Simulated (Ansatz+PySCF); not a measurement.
Values are calculated unless marked as measured or tabulated.
## PySCF 2.14.0 run

```python
from pyscf import gto, scf, mp

mol = gto.M(atom="""
C -0.989070 -0.660530 0.000000
C 0.021550 0.531710 0.000000
H -0.466330 -1.620550 0.000000
H -1.628400 -0.575980 0.881060
H -1.628400 -0.575980 -0.881060
O 1.216620 0.473370 0.000000
""", basis='cc-pvtz', charge=0, spin=1)
mf = scf.UHF(mol)
mf.kernel()
pt = mp.MP2(mf, frozen=3).run()
print(mf.e_tot, pt.e_corr, pt.e_tot)
```

The script is written out from the run's settings.

The run gave:

```yaml
Converged: yes
Reference_energy: -152.35247 hartree
Correlation_energy: -0.53979 hartree
Total_energy: -152.89226 hartree
Spin_squared_of_the_determinant: 0.765
```
